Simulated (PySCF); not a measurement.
Potential energy surface of C2H4, singlet: twist about the double or partial double bond, both ends planar. Scanned: twist about the central bond. Other coordinates (C-C length, H-C-C angle, H-C-C angle, C-H length, C-H length) were minimised at PBE0/def2-TZVP.

Method: CCSD(T) on RHF/cc-pVTZ, 2 core orbitals frozen run with PySCF.

Scanned values (°): 0, 7.50, 15, 22.50, 30, 37.50, 45, 52.50, 60, 67.50, 75, 82.50, 90.

### Question
Describe the profile: where are the wells and the tops?

### Answer
Lower than their neighbours: 0° (0.000 eV, end of the scan). Higher than their neighbours: 90° (3.219 eV, end of the scan). The whole profile spans 3.219 eV.

Near 90° the triplet can lie below this singlet.
